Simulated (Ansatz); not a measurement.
Basis-set extrapolation for F₂Si (`F[Si]F`) (PBE0-D4/def2-TZVP geometry, frozen core, Ansatz). Multiplicity 1, RHF reference.

```csv
,cc-pV(T+d)Z,cc-pV(Q+d)Z
HF,-488.002777,-488.026348
MP2 correlation,-0.601103,-0.656457
CCSD(T) correlation,-0.627604,-0.682073
```

Energies in hartree. Use E(X) = E(∞) + A·exp(−5.46·√X) for Hartree–Fock and E(X) = E(∞) + B·X^(−3.05) for correlation, with X = 3 and 4.

Problem. What is the CCSD(T) energy at the basis-set limit?

Solution. HF limit: -488.026348 + (-0.023571) × 0.30130 = -488.03345. Correlation limit: -0.682073 + (-0.054469) × 0.71189 = -0.72085. Total: -488.75430 hartree, 325.3 kJ/mol below CCSD(T)/cc-pV(T+d)Z.
